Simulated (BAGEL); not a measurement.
# [HO2]− (hydroperoxide(1-)) at NEVPT2(14,9)/def2-TZVPPD (density fitting with cc-pvqz-jkfit)

Aim: the vertical ionisation energy of [HO2]− (hydroperoxide(1-)) at NEVPT2(14,9)/def2-TZVPPD (density fitting with cc-pvqz-jkfit), from 2 runs. 

Program for the calculation: BAGEL 1.2.2.

### 1 The molecule

The species is [HO2]− (3 atoms), meant as a singlet with charge -1. As SMILES, `[O-]O`. Geometry: relaxed at PBE0-D4/def2-TZVPD.

Bond lengths: O1–O2 1.479 Å, O2–H3 0.961 Å. Angles: O1–O2–H3 100.1°.

### 2 A single-point energy at NEVPT2(14,9)/def2-TZVPPD (density fitting with cc-pvqz-jkfit)

calc.json

```json
{ "bagel" : [

{
  "title" : "molecule",
  "basis" : "def2-tzvppd.json",
  "df_basis" : "cc-pvqz-jkfit",
  "angstrom" : true,
  "geometry" : [
    { "atom" : "O", "xyz" : [      -0.357760,       1.025590,      -0.080830 ] },
    { "atom" : "O", "xyz" : [      -0.242260,      -0.445880,      -0.180750 ] },
    { "atom" : "H", "xyz" : [       0.600030,      -0.579720,       0.261570 ] }
  ]
},

{
  "title" : "hf",
  "charge" : -1
},

{
  "title" : "nevpt2",
  "nstate" : 1,
  "nact" : 9,
  "nclosed" : 2,
  "charge" : -1,
  "nspin" : 0,
  "maxiter" : 200,
  "natocc" : true,
  "ncore" : 2
},

{
  "title" : "print",
  "file" : "orbitals.molden",
  "orbitals" : true
}

]}
```

The basis set def2-TZVPPD is read from a file made from the Basis Set Exchange's data (not shown).

Launch:

```
$ BAGEL_NUM_THREADS=1 BAGEL calc.json > calc.out
```

Standard output:

```text
* using 1 threads per process

  ===============================================================
  ===============================================================

  *** Geometry ***

  { "atom" : "O", "xyz" : [     -0.676068,      1.938084,     -0.152747 ] },
  { "atom" : "O", "xyz" : [     -0.457805,     -0.842591,     -0.341568 ] },
  { "atom" : "H", "xyz" : [      1.133892,     -1.095512,      0.494296 ] },

  Number of auxiliary basis functions:      263

  Since a DF basis is specified, we compute 2- and 3-index integrals:
    o Being stored without compression. Storage requirement is 0.020 GB

  Number of basis functions:       97
  Number of electrons      :       17

    * METHOD: MOLECULE                             0.06

  *** RHF ***

  === Nuclear Repulsion ===
    29.5270672001

      * DIIS with orbital gradients will be used.

  === RHF iteration (def2-tzvppd.json) ===
      0       -149.86942746          0.03525786           0.01
      1       -150.02973013          0.02804872           0.01
      2       -150.22286500          0.00206996           0.01
      3       -150.22444917          0.00124635           0.01
      4       -150.22490053          0.00038374           0.01
      5       -150.22499326          0.00014608           0.01
[... 9 lines of this table left out ...]
     15       -150.22501314          0.00000002           0.01
     16       -150.22501314          0.00000001           0.01
    * SCF iteration converged.

    * Permanent dipole moment:
           (   -0.626439,     0.757261,    -0.256288) a.u.

    * METHOD: HF                                   0.28

    * freezing 2 orbitals
  ---------------------------
      CASSCF calculation
  ---------------------------

    * nstate   :      1
    * nclosed  :      2
    * nact     :      9
    * nvirt    :     86
  === CASSCF iteration (def2-tzvppd.json) ===

    * Using the second-order algorithm

      0  0      -150.22510018     4.12e-05      0.03

      1  0      -150.22696028     7.07e-04      0.14

      2  0      -150.24760163     1.92e-03      0.17

[... 35 lines of this table left out ...]

     21  0      -150.30185621     6.20e-09      0.18

    * Second-order optimization converged. *

     guess   0:   closed 1111111..            open .........

  === FCI iteration ===

      0  0      -150.22268631     1.07e-02      0.00
      1  0      -150.29539087     3.20e-03      0.00
      2  0      -150.30139877     8.73e-04      0.00
      3  0      -150.30180380     2.72e-04      0.00
      4  0      -150.30184984     8.96e-05      0.00
      5  0      -150.30185529     3.36e-05      0.00
[... 11 lines of this table left out ...]
     17  0      -150.30185621     2.33e-10      0.00
     18  0 *    -150.30185621     8.63e-11      0.00

     * ci vector, state   0, <S^2> = -0.0000
       2222222..     0.9768520846
       222222.2.    -0.1657692166
       22222.2.2    -0.0993997330

  === DF-NEVPT2 calculation ===

    * 3-index integral transformation done
    * assembly done

      NEVPT2 correlation energy:   -0.3877985222      0.11

          (+0)      0.0000000000
          (+0)'     0.0000000000
          (+1)      0.0000000000
          (+1)'     0.0000000000
          (+2)      0.0000000000
          (-1)      0.0000000000
          (-1)'    -0.1117458131
          (-2)     -0.2760527091

      NEVPT2 total energy:       -150.6896547347

    * METHOD: NEVPT2                              17.02

    * METHOD: PRINT                                0.02

  ===============================================================
```

Run time: 18 s. Hardware: 1 thread of Arm Neoverse V2, shared host; peak memory 1.2 GiB.

### 3 Doublet neutral HO2 at the same level

input.json

```json
{ "bagel" : [

{
  "title" : "molecule",
  "basis" : "def2-tzvppd.json",
  "df_basis" : "cc-pvqz-jkfit",
  "angstrom" : true,
  "geometry" : [
    { "atom" : "O", "xyz" : [   -0.357760,    1.025590,   -0.080830 ] },
    { "atom" : "O", "xyz" : [   -0.242260,   -0.445880,   -0.180750 ] },
    { "atom" : "H", "xyz" : [    0.600030,   -0.579720,    0.261570 ] }
  ]
},
{
  "title" : "hf",
  "charge" : 1
},
{
  "title" : "casscf",
  "nstate" : 1,
  "nact" : 9,
  "nclosed" : 2,
  "nspin" : 1,
  "maxiter" : 200,
  "natocc" : true
},
{
  "title" : "nevpt2",
  "nstate" : 1,
  "nact" : 9,
  "nclosed" : 2,
  "nspin" : 1,
  "maxiter" : 200,
  "natocc" : true,
  "ncore" : 2
},
{
  "title" : "print",
  "file" : "orbitals.molden",
  "orbitals" : true
}

]}
```

The basis set def2-TZVPPD is read from a file made from the Basis Set Exchange's data (not shown).

Launch:

```
$ BAGEL_NUM_THREADS=1 BAGEL input.json > input.out
```

Standard output:

```text
* using 1 threads per process

  ===============================================================
  ===============================================================

  *** Geometry ***

  { "atom" : "O", "xyz" : [     -0.676068,      1.938084,     -0.152747 ] },
  { "atom" : "O", "xyz" : [     -0.457805,     -0.842591,     -0.341568 ] },
  { "atom" : "H", "xyz" : [      1.133892,     -1.095512,      0.494296 ] },

  Number of auxiliary basis functions:      263

  Since a DF basis is specified, we compute 2- and 3-index integrals:
    o Being stored without compression. Storage requirement is 0.020 GB

  Number of basis functions:       97
  Number of electrons      :       17

    * METHOD: MOLECULE                             0.06

  *** RHF ***

  === Nuclear Repulsion ===
    29.5270672001

      * DIIS with orbital gradients will be used.

  === RHF iteration (def2-tzvppd.json) ===
      0       -149.62965841          0.01624473           0.01
      1       -149.63265590          0.01789915           0.01
      2       -149.69733712          0.00455326           0.01
      3       -149.70370601          0.00126268           0.01
      4       -149.70563271          0.00111245           0.01
      5       -149.70834161          0.00082264           0.01
[... 11 lines of this table left out ...]
     17       -149.71149108          0.00000004           0.01
     18       -149.71149108          0.00000001           0.01
    * SCF iteration converged.

    * Permanent dipole moment:
           (   -0.654389,     0.053210,    -0.349256) a.u.

    * METHOD: HF                                   0.27

  ---------------------------
      CASSCF calculation
  ---------------------------

    * nstate   :      1
    * nclosed  :      2
    * nact     :      9
    * nvirt    :     86
  === CASSCF iteration (def2-tzvppd.json) ===

    * Using the second-order algorithm

      0  0      -150.22676844     2.50e-02      0.05

      1  0      -150.29568909     2.01e-03      0.18

      2  0      -150.31820542     1.44e-03      0.17

[... 27 lines of this table left out ...]

     17  0      -150.32092467     8.97e-09      0.16

    * Second-order optimization converged. *

     guess   0:   closed 111111...            open ......1..

  === FCI iteration ===

      0  0      -150.20918646     8.15e-03      0.00
      1  0      -150.30385449     3.32e-03      0.00
      2  0      -150.31814780     1.31e-03      0.00
      3  0      -150.32047278     4.39e-04      0.00
      4  0      -150.32081662     1.95e-04      0.00
      5  0      -150.32090087     1.01e-04      0.00
[... 12 lines of this table left out ...]
     18  0      -150.32092467     1.82e-09      0.00
     19  0      -150.32092467     6.89e-10      0.00
    ** throwing out 1 trial vectors **
     20  0      -150.32092467     2.59e-10      0.00
    ** throwing out 1 trial vectors **
     21  0      -150.32092467     1.14e-10      0.00
    ** throwing out 1 trial vectors **
     22  0 *    -150.32092467     4.51e-11      0.00

     * ci vector, state   0, <S^2> = 0.7500
       222222a..     0.9636526282
       22222.a2.     0.1672012829
       2222ab2a.    -0.1136699538
       222.22a.2     0.0923496210
       2222aa2b.    -0.0909715634

    * METHOD: CASSCF                               3.26

    * freezing 2 orbitals

  === DF-NEVPT2 calculation ===

    * 3-index integral transformation done
    * assembly done

      NEVPT2 correlation energy:   -0.3356541865      0.11

          (+0)      0.0000000000
          (+0)'     0.0000000000
          (+1)      0.0000000000
          (+1)'     0.0000000000
          (+2)      0.0000000000
          (-1)      0.0000000000
          (-1)'    -0.1218988803
          (-2)     -0.2137553063

      NEVPT2 total energy:       -150.6565788569

    * METHOD: NEVPT2                              12.59

    * METHOD: PRINT                                0.02

  ===============================================================
```

Wall time 17 s (1 thread of Arm Neoverse V2, shared host); peak memory 1.2 GiB.

### 4 Summary of results

Level: NEVPT2(14,9)/def2-TZVPPD (density fitting with cc-pvqz-jkfit), 2 core orbitals frozen.

| quantity | value |
| --- | --- |
| singlet [HO2]−: total energy | -150.68965 Eh |
| doublet neutral HO2: total energy | -150.65658 Eh |
| vertical detachment energy (to the doublet neutral) | 0.900 eV |

Removing an electron at fixed nuclei costs 0.90 eV (86.8 kJ/mol).
